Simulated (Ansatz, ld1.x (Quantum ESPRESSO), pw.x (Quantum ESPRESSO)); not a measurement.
# pw.x on bcc Rb: one setting changed

Potential: PAW, ld1.x (Quantum ESPRESSO) 7.5, PBEsol; core [Ar] 3d10, reference 4s2 4p6 5s1 5p0; waves: 4s (bound): rcut 1.90, rcutus 2.10 bohr; 5s (bound): rcut 1.90, rcutus 2.10 bohr; 4p (bound): rcut 2.65, rcutus 3.35 bohr; 5p (bound, empty): rcut 2.65, rcutus 3.35 bohr; 4d channel at 0.2 Ry: rcut 2.45, rcutus 3.20 bohr; 4d channel at 1.05 Ry: rcut 2.45, rcutus 3.20 bohr; 4f channel at 0.25 Ry: rcut 2.50, rcutus 2.80 bohr; local part: all-electron potential smoothed inside 3.30 bohr (lloc = -1); core correction: Bessel-smoothed model core inside 1.26 bohr; augmentation: PSQ, inside the norm-conserving radii.

The reference run (k-mesh 8³, cutoffs 40/320 Ry, Fermi–Dirac 0.01 Ry, mixing_beta 0.4, conv_thr 1e-9, no spin) gives -0.01 GPa at 86.891 Å³/atom, where all-electron LAPW gives -0.00 GPa. This run, with its own iteration cap, changes degauss to 0.02.

```
&control
  calculation='scf', prefix='x', pseudo_dir='./', outdir='./tmp', tstress=.true., disk_io='none'
/
&system
  ibrav=0, nat=1, ntyp=1, ecutwfc=40, ecutrho=320, nbnd=12,
  occupations='smearing', smearing='fd', degauss=0.02
/
&electrons
  conv_thr=1e-09, mixing_beta=0.4, electron_maxstep=50
/
ATOMIC_SPECIES
Rb 1.0 Rb.UPF
CELL_PARAMETERS angstrom
  -2.79021885 2.79021885 2.79021885
  2.79021885 -2.79021885 2.79021885
  2.79021885 2.79021885 -2.79021885
ATOMIC_POSITIONS crystal
Rb 0.0000 0.0000 0.0000
K_POINTS automatic
8 8 8 0 0 0
```

```bash
pw.x < Rb.scf.in > Rb.scf.out
```

How does the run end?

It converges in 10 iterations; the free energy moves by -81.2 meV/atom and the pressure by +0.05 GPa. In a metal, with Fermi–Dirac smearing, F lies below its zero-width value by a term in the square of the width.

```
Message from routine setup:
     using ibrav=0 with symmetry is DISCOURAGED, use correct ibrav instead
     lattice parameter (alat)  =       9.1327  a.u.
     unit-cell volume          =     586.3695 (a.u.)^3
     number of electrons       =         9.00
     number of Kohn-Sham states=           12
     kinetic-energy cutoff     =      40.0000  Ry
     charge density cutoff     =     320.0000  Ry
     scf convergence threshold =      1.0E-09
     Exchange-correlation= SLA  PW   PSX  PSC
     number of k points=    29  Fermi-Dirac smearing, width (Ry)=  0.0200
     iteration #  1     ecut=    40.00 Ry     beta= 0.40
     total energy              =    -236.16773247 Ry
     estimated scf accuracy    <       0.00362576 Ry
     iteration #  2     ecut=    40.00 Ry     beta= 0.40
     total energy              =    -236.16751550 Ry
     estimated scf accuracy    <       0.00087319 Ry
     iteration #  3     ecut=    40.00 Ry     beta= 0.40
     total energy              =    -236.16765925 Ry
     estimated scf accuracy    <       0.00004524 Ry
     iteration #  4     ecut=    40.00 Ry     beta= 0.40
     total energy              =    -236.16766344 Ry
     estimated scf accuracy    <       0.00001043 Ry
     iteration #  5     ecut=    40.00 Ry     beta= 0.40
     total energy              =    -236.16766510 Ry
     estimated scf accuracy    <       0.00000102 Ry
     iteration #  6     ecut=    40.00 Ry     beta= 0.40
     total energy              =    -236.16766533 Ry
     estimated scf accuracy    <       0.00000154 Ry
     iteration #  7     ecut=    40.00 Ry     beta= 0.40
     total energy              =    -236.16766546 Ry
     estimated scf accuracy    <          3.7E-09 Ry
     iteration #  8     ecut=    40.00 Ry     beta= 0.40
     total energy              =    -236.16766550 Ry
     estimated scf accuracy    <       0.00000001 Ry
     iteration #  9     ecut=    40.00 Ry     beta= 0.40
     total energy              =    -236.16766549 Ry
     estimated scf accuracy    <          4.4E-09 Ry
     iteration # 10     ecut=    40.00 Ry     beta= 0.40
     the Fermi energy is     1.9876 ev
!    total energy              =    -236.16766549 Ry
     estimated scf accuracy    <          3.2E-10 Ry
     smearing contrib. (-TS)   =      -0.01565390 Ry
     convergence has been achieved in  10 iterations
          total   stress  (Ry/bohr**3)                   (kbar)     P=        0.38
     Message from routine punch:
     Nothing written, as per user request (disk_io='none')
```

The run took about 55 s on one core of a shared server CPU.
